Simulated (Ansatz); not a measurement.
A cut through the energy surface

C3H6 (SMILES C1CC1), singlet, at its PBE0-D4/def2-TZVP minimum:

C1  (-0.518, 0.019, -0.686)
C2  (0.732, 0.470, 0.004)
C3  (-0.185, -0.504, 0.676)
H4  (-1.333, 0.726, -0.774)
H5  (-0.420, -0.654, -1.528)
H6  (0.766, 1.483, 0.385)
H7  (1.680, 0.102, -0.369)
H8  (0.140, -1.534, 0.760)
H9  (-0.774, -0.153, 1.514)
(Å)

The bond length C3–H8 (1.083 Å at the minimum) is set to the values below, with the rest relaxed at PBE0-D4/def2-TZVP at each step. Each method's energies count from its own value at the PBE0-D4 minimum structure. Computed with Ansatz 0.2.0 (basis: def2-TZVPP); correlated methods freeze the cores. B3LYP uses VWN-RPA correlation.

| bond length (Å) | CCSD(T) (kcal/mol) | PBE0-D4 (kcal/mol) | PBE-D4 (kcal/mol) |
| --- | --- | --- | --- |
| 0.953 | 8.57 | 8.69 | 9.33 |
| 0.991 | ? | 4.00 | 4.47 |
| 1.046 | 0.53 | 0.56 | 0.76 |
| 1.110 | ? | 0.30 | 0.14 |
| 1.182 | 3.38 | 3.32 | 2.73 |
| 1.259 | ? | 9.09 | 7.97 |
| 1.340 | 16.82 | 16.82 | 15.12 |
| 1.426 | 25.88 | 25.91 | 23.51 |
| 1.516 | 35.65 | 35.85 | 32.70 |

Problem. Fill in the withheld CCSD(T) values. (To be estimated.)

Solution. By the calculation: 3.91 kcal/mol at 0.991 Å; 0.32 kcal/mol at 1.110 Å; 9.14 kcal/mol at 1.259 Å. These count from the CCSD(T) energy at the PBE0-D4 minimum.

Minimum and curvature along this coordinate at CCSD(T): A fifth-order fit through the nearest points gives 1.081 Å, with a curvature of about 35 eV/Å².

Largest difference from the CCSD(T) curve over the scan: r2SCAN-D4 0.51; B3LYP-D4 0.82; wB97M-V 0.87; HF 4.77 kcal/mol. Each curve counts from its own value at the minimum.

T1 diagnostic: at most 0.010.

For scale, one of the runs: CCSD(T)/def2-TZVPP, 177 basis functions (an equivalent command: `ansatz run in.yaml --threads 2`). Hardware: 2 CPU threads, shared host. Wall time 14 s; peak host memory 1.9 GiB.
